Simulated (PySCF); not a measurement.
CH₂S (charge -1 and doublet state).
Z-matrix (Å and degrees, PBE0-D3(BJ)/def2-SVP geometry), rows numbered from 1:
```
C 
S   1  1.7116
H   1  1.1045  2  122.53
H   1  1.1045  2  122.52  3  -179.04
```

Identity: `[CH2][S-]` [radical] (charge -1).

Method used: UKS B3LYP, IGLO-III on C S, pcH-1 on H, non-relativistic, mean-field spin-orbit, GIAO (PySCF 2.14.0). Whether the extra electron is bound in the gas phase wasn't checked; a finite basis holds it in any case. The geometry's basis has no diffuse functions, a weakness for an anion.

How many α and β electrons are there, and what is ⟨S²⟩ of the pure spin state?

Nα = 13, Nβ = 12 (25 in all), and S(S+1) = 0.75 for S = 1/2.

Mulliken spin populations, one withheld:

```
atom    bound to  population
  C1  S2, H3, H4     +0.6689
  S2          C1           ?
  H3          C1     -0.0382
  H4          C1     -0.0382
```

What does S2 hold?

1 − (0.5925) gives +0.408, since all populations sum to 2S.

Sum the populations by element and by sign.

Carbon +0.67, sulfur +0.41, hydrogen -0.08. The positive populations sum to 1.08, the negative ones to -0.08.

The run gives ⟨S²⟩ = 0.7565. What does that say of the overlap of α and β orbitals, and of the weight of higher spin?

Σ|⟨iα|jβ⟩|² over occupied orbitals = Nβ − [⟨S²⟩ − S(S+1)] = 12 − 0.0065 = 11.9935. If the quartet state (S + 1) were the only admixture, its weight would be 0.0065/(2S + 2) = 0.22 %.

The spin density at the nucleus, in bohr⁻³, is negative for H3/H4 (-0.0099), for instance. A restricted open-shell determinant has no negative spin density anywhere; here it arises because α and β orbitals differ (spin polarisation).
